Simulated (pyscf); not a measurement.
A first-order saddle from PySCF, ωB97X-D3(BJ)/def2-SVP:

```xyz
8

Se    -2.4028     0.3789    -0.0622
W     -0.1486    -0.3103     0.0638
F      1.2154     0.7562     0.7814
F     -0.3391    -1.7605    -1.0846
F      0.4084     0.6174    -1.4491
F      0.4264    -1.7159     1.1616
H     -1.6083     0.3526     1.3854
H     -0.5865     0.0899     1.7571
```

Surface: singlet, charge 0. Lowest wavenumbers (cm⁻¹): 1204i, 54, 146, 187, 209.

Question: What reaction is this the transition state of?

Answer: F–W(F)(F)(F)=Se + hydrogen (H₂) ⇌ F–WH(F)(F)(F)–SeH, an addition across a multiple bond or ene-type step read from left to right: H–H broken and H–Se, H–W formed. At ωB97M-D3(BJ)/def2-TZVP it lies +45.7 kcal/mol from the left side and +29.2 kcal/mol from the right (each side as separated species at their lowest minima found). On the product side the descent ends in a point that may be a rotor saddle (no frequency run), 2.0 kcal/mol over the lowest minimum found and 27.5 kcal/mol under the saddle at ωB97X-D3(BJ)/def2-TZVP. This is the saddle that the search found; another between the same sides may lie lower. Elements up to Kr have no core potential and no relativistic terms here. Elements past Kr carry the def2 core potentials, without spin-orbit coupling.
